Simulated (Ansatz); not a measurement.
Li4MoAs2: from a trial structure to a relaxed crystal

Method: Ansatz, DFT PBE, scalar-relativistic, plane waves, PAW. Cutoff 420 eV, Γ-centred k mesh, Gaussian smearing, no spin polarisation in the final step.

Li4MoAs2 was placed on the K2NiF4 structure type (I4/mmm, No. 139), with Mo in place of Ni, As in place of K, Li in place of F, at a guessed volume.

```
Li Mo As
1.0
    -1.97060    1.97060    6.42692
     1.97060   -1.97060    6.42692
     1.97060    1.97060   -6.42692
Li Mo As
4 1 2
Direct
  0.50000 0.00000 0.50000
  0.00000 0.50000 0.50000
  0.15331 0.15331 0.00000
  0.84669 0.84669 0.00000
  0.00000 0.00000 0.00000
  0.35377 0.35377 0.00000
  0.64623 0.64623 0.00000
```

Cell and atoms relax at zero pressure; the relaxation can't lower the symmetry of the start. After a coarse first stage the cell is made exact in the group found at 0.06 Å.

Energies over the elements count from the elements' standard structures at the same level, with no empirical corrections.

Question: Which crystal results?

Answer: It keeps I4/mmm (No. 139), but not the shape of the type it started on. Conventional cell: a = 4.618 Å, c = 12.931 Å. Li on Wyckoff site c (2 atoms of the primitive cell) is coordinated by 2 Mo at 2.31 Å and 4 As at 2.62 Å; Li on Wyckoff site e (2 atoms of the primitive cell) has 1 As at 2.59 Å and 1 Mo at 2.63 Å; around Mo lie 4 Li at 2.31 Å and 2 Li at 2.63 Å; As is coordinated by 1 As at 2.49 Å and 5 Li at 2.59–2.62 Å.

```cif
data_structure
_symmetry_space_group_name_H-M 'I4/mmm'
_symmetry_Int_Tables_number 139
_cell_length_a 4.6180
_cell_length_b 4.6180
_cell_length_c 12.9309
_cell_angle_alpha 90.000
_cell_angle_beta 90.000
_cell_angle_gamma 90.000
_cell_volume 275.77
loop_
_atom_site_label
_atom_site_type_symbol
_atom_site_symmetry_multiplicity
_atom_site_Wyckoff_symbol
_atom_site_fract_x
_atom_site_fract_y
_atom_site_fract_z
_atom_site_occupancy
Li1 Li 4 c 0.00000 0.50000 0.00000 1
Li2 Li 4 e 0.00000 0.00000 0.20366 1
Mo1 Mo 2 a 0.00000 0.00000 0.00000 1
As1 As 4 e 0.00000 0.00000 0.40385 1
```

Question: What are its volume, energy, density and gap?

Answer: The volume per atom is 19.70 Å³, the density is 3.29 g/cm³ and the energy over the elements is 0.62 eV/atom. The gap on the 12×12×12 mesh is 0 eV (a metal).

The final run used a 12×12×12 mesh on its 7-atom cell and 0.10 eV smearing. For metals, differences of a few meV/atom aren't resolved. A structure relaxed within its symmetry needn't be a true minimum.

Cost: 3 runs of about 10 core-minutes in all, on Arm Neoverse V2 (shared hosts).